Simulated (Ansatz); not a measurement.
C4H8O can be A, `CCC1CO1`, or B, `CCCC=O`.

Computed with Ansatz on PBE0-D4/def2-TZVP structures; ΔE is electronic, products minus reactants. CCSD(T)/CBS adds triple-zeta CCSD(T) − MP2 to the extrapolated MP2 energy (def2 sets, frozen cores). Functionals use def2-TZVPP. B3LYP here is the variant with VWN-RPA as its local correlation; programs differ in this. One conformer a species, not always the lowest.

(1) Which isomer does CCSD(T)/CBS put lower? Give the gap. (Best estimate.)

(2) Give E(B) − E(A) in kcal/mol with PBE0-D4, CCSD(T)/def2-TZVPP, MP2/def2-TZVPP, ωB97M-V, HF/def2-TZVPP, B2PLYP, B3LYP. (An estimate is asked.)

Largest T1 diagnostic: 0.012.

Answers

(1) Computed: B, by 21.8 kcal/mol.

(2) The calculation gave: PBE0-D4 -19.6, CCSD(T)/def2-TZVPP -22.1, MP2/def2-TZVPP -21.0, ωB97M-V -21.5, HF/def2-TZVPP -25.8, B2PLYP -23.0, B3LYP -23.2. None reverses the order clearly.

In def2-TZVPP, CCSD(T) changes the Hartree–Fock value by +3.6 kcal/mol (the triples alone add +0.1 kcal/mol) and MP2 by +4.7 kcal/mol.
